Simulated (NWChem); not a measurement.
N2 cation, doublet

Results from NWChem. Spin-unrestricted. Structure relaxed at the B3LYP/6-31G* (spherical d), spin-unrestricted level. No stability test was run on the SCF state. Level: M06-2X/def2-SVP with COSMO at NWChem's default radii, gas-phase geometry; rows give the dielectric constant. Reactions with the solvent are ignored.

```tsv
dielectric constant	electrostatic solvation energy (kcal/mol)
2.4	-47.0
3.9	?
11.7	-73.8
25.0	-77.4
78.4	-79.6
```

Question: Complete the blanks.

Answer: 
- 3.9, electrostatic solvation energy (kcal/mol): -60.0
